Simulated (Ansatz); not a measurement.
The input, for Ansatz 0.2.0:

```yaml
crystal:
  periodic: [false, false, false]
  atoms:
    - {symbol: Ge, position_ang: [0.000000, 0.000000, 0.000000]}
    - {symbol: As, position_ang: [0.000000, 0.000000, 2.405300]}
basis:
  gaussian: {orbitals: cc-pVDZ}
total_charge: 1
correlation: {method: fic_mrcisd_q, electrons: outside_noble_gas, active_space: {window: {electrons: 8, orbitals: 8}, shells: [{species: As, l: s, shell: 4}, {species: As, l: p, shell: 4}, {species: Ge, l: s, shell: 4}, {species: Ge, l: p, shell: 4}]}}
```

```sh
$ ansatz run in.yaml --threads 1 --pin off --events-out ev --progress --plain --max-ram 4096MiB --backend cpu
```

Output:

```
1048 factors; integrals over basis functions are off by at most 1.3e-7 eV
mean field evaluation 1: about -117253.4121 eV, gradient 2.2e1 eV
mean field evaluation 2: about -117253.4827 eV, gradient 2.2e1 eV
mean field evaluation 4: about -117256.1874 eV, gradient 1.8e0 eV
mean field evaluation 8: about -117256.2187 eV, gradient 2.4e-1 eV
mean field evaluation 16: about -117258.2653 eV, gradient 5.5e0 eV
mean field evaluation 32: about -117256.2192 eV, gradient 4.6e-6 eV
mean field evaluation 64: about -117254.8881 eV, gradient 2.5e1 eV
mean field evaluation 96: about -117252.7985 eV, gradient 3.1e1 eV
mean field -117258.45447346 eV, -4309.1687212645 hartree, gradient 9.6e-7 eV, S^2 0.000000; 8 other end points of the search recorded, 0 dependent functions left out; unrestricted orbitals would lower it
reference -117258.45447346 eV, -4309.1687212645 hartree; 32, 32 occupied and 22, 22 virtual orbitals, 1048 factors
state -117260.48018963 eV, -4309.2431649606 hartree
contracted CI cycle   1: correlation 0.00000000 eV, 0.0000000000 hartree, residual 1.07e1 eV
contracted CI cycle   2: correlation -2.62262280 eV, -0.0963796102 hartree, residual 2.25e0 eV
contracted CI cycle   3: correlation -2.72345103 eV, -0.1000849792 hartree, residual 4.23e-1 eV
contracted CI cycle   4: correlation -2.72714877 eV, -0.1002208689 hartree, residual 8.92e-2 eV
contracted CI cycle   5: correlation -2.72731577 eV, -0.1002270059 hartree, residual 2.07e-2 eV
contracted CI cycle   6: correlation -2.72732445 eV, -0.1002273250 hartree, residual 4.51e-3 eV
contracted CI cycle   7: correlation -2.72732487 eV, -0.1002273402 hartree, residual 9.72e-4 eV
contracted CI cycle   8: correlation -2.72732488 eV, -0.1002273409 hartree, residual 2.04e-4 eV
state -117260.48018963 eV, -4309.2431649606 hartree; corrected -117263.39784421 eV, -4309.3503867890 hartree
Total energy: -117263.39784421 eV, -4309.3503867890 hartree
Checks for a lower state left out: starts, orbital_swaps
```

Ran on 1 thread of AMD EPYC 7R13, shared host: 9.5 s wall, 0.25 GiB peak host memory.
